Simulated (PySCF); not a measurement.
Atomic charges by several schemes

Species: C6H8.
Numbering: `[CH2:1]1[C@H:2]2[CH2:3][C@H:4]3[C@@H:5]1[C@@H:6]23` (hydrogens: H7, H8 on C1; H9 on C2; H10, H11 on C3; H12 on C4; H13 on C5; H14 on C6)

Cartesian coordinates in Å at the PBE0-D3(BJ)/def2-SVP level; atoms count from 1:
```xyz
14
C6H8 angstrom
C      0.841    0.639    0.892
C      0.654   -0.743    0.231
C     -0.857   -1.024    0.357
C     -1.043    0.139   -0.600
C      0.022    1.182   -0.265
C      0.357   -0.003   -1.124
H      0.471    0.765    1.925
H      1.886    0.978    0.828
H      1.388   -1.543    0.389
H     -1.304   -0.972    1.366
H     -1.131   -1.976   -0.121
H     -1.938    0.419   -1.160
H     -0.099    2.221   -0.581
H      0.753   -0.083   -2.137
```

Density: PBE0/pcSseg-1 (PySCF); schemes: Mulliken, IAO, Hirshfeld and ESP-fitted. Geometry: PBE0-D3(BJ)/def2-SVP; no solvent, vibrations or thermal averaging.

Do the Mulliken, IAO, Hirshfeld and ESP-fitted schemes agree on where the charge is lowest?

The schemes don't all agree: Mulliken C2 (-0.309); IAO C1 and C3 (-0.254); Hirshfeld C1 and C3 (-0.073); ESP-fitted C3 (-0.303).

For which atoms does the sign change between the 4 schemes (beyond +0.03 e in one, beyond −0.03 e in another)?

C2.

Which atoms carry the highest charge in the Mulliken, IAO, Hirshfeld and ESP-fitted schemes?

The schemes don't all agree: Mulliken H8 and H11 (+0.123); IAO H14 (+0.150); Hirshfeld H14 (+0.050); ESP-fitted H14 (+0.135).

Tabulate the Mulliken, IAO, Hirshfeld and ESP-fitted charges.

In e:

```json
{"atom": "C1", "environment": "four-membered-ring carbon", "Mulliken": "-0.015", "IAO": "-0.254", "Hirshfeld": "-0.073", "ESP-fitted": "-0.298"}
{"atom": "C2", "environment": "sp3 carbon at a ring junction", "Mulliken": "-0.309", "IAO": "-0.107", "Hirshfeld": "-0.019", "ESP-fitted": "+0.100"}
{"atom": "C3", "environment": "four-membered-ring carbon", "Mulliken": "-0.015", "IAO": "-0.254", "Hirshfeld": "-0.073", "ESP-fitted": "-0.303"}
{"atom": "C4", "environment": "sp3 carbon at a ring junction", "Mulliken": "-0.204", "IAO": "-0.145", "Hirshfeld": "-0.050", "ESP-fitted": "-0.080"}
{"atom": "C5", "environment": "sp3 carbon at a ring junction", "Mulliken": "-0.204", "IAO": "-0.145", "Hirshfeld": "-0.050", "ESP-fitted": "-0.065"}
{"atom": "C6", "environment": "sp3 carbon at a ring junction", "Mulliken": "-0.083", "IAO": "-0.163", "Hirshfeld": "-0.052", "ESP-fitted": "-0.216"}
{"atom": "H7", "environment": "methylene hydrogen", "Mulliken": "+0.114", "IAO": "+0.116", "Hirshfeld": "+0.030", "ESP-fitted": "+0.112"}
{"atom": "H8", "environment": "methylene hydrogen", "Mulliken": "+0.123", "IAO": "+0.135", "Hirshfeld": "+0.038", "ESP-fitted": "+0.113"}
{"atom": "H9", "environment": "methine hydrogen", "Mulliken": "+0.096", "IAO": "+0.132", "Hirshfeld": "+0.039", "ESP-fitted": "+0.059"}
{"atom": "H10", "environment": "methylene hydrogen", "Mulliken": "+0.114", "IAO": "+0.116", "Hirshfeld": "+0.030", "ESP-fitted": "+0.115"}
{"atom": "H11", "environment": "methylene hydrogen", "Mulliken": "+0.123", "IAO": "+0.135", "Hirshfeld": "+0.038", "ESP-fitted": "+0.115"}
{"atom": "H12", "environment": "methine hydrogen", "Mulliken": "+0.095", "IAO": "+0.142", "Hirshfeld": "+0.046", "ESP-fitted": "+0.110"}
{"atom": "H13", "environment": "methine hydrogen", "Mulliken": "+0.095", "IAO": "+0.142", "Hirshfeld": "+0.046", "ESP-fitted": "+0.104"}
{"atom": "H14", "environment": "methine hydrogen", "Mulliken": "+0.071", "IAO": "+0.150", "Hirshfeld": "+0.050", "ESP-fitted": "+0.135"}
```

Mean size of the charges over all atoms: IAO 0.153 e, ESP-fitted 0.137 e, Mulliken 0.119 e, Hirshfeld 0.045 e. Each set sums to the total charge, 0, to within 0.001 e. The Mulliken scheme counts on each atom the diagonal of the density matrix times the overlap matrix over that atom's basis functions. The Hirshfeld scheme divides the density at each point in proportion to the densities of the neutral, spherically averaged free atoms.

How many electrons does the Hirshfeld scheme count on C1?

Z − q = 6 − (-0.073) ≈ 6.074.

How closely do the schemes follow one another over all atoms?

Correlation coefficient and root-mean-square difference: IAO with Hirshfeld 0.99, 0.111 e; Hirshfeld with ESP-fitted 0.91, 0.115 e; IAO with ESP-fitted 0.90, 0.071 e; Mulliken with IAO 0.72, 0.114 e; Mulliken with Hirshfeld 0.70, 0.112 e; Mulliken with ESP-fitted 0.37, 0.167 e.
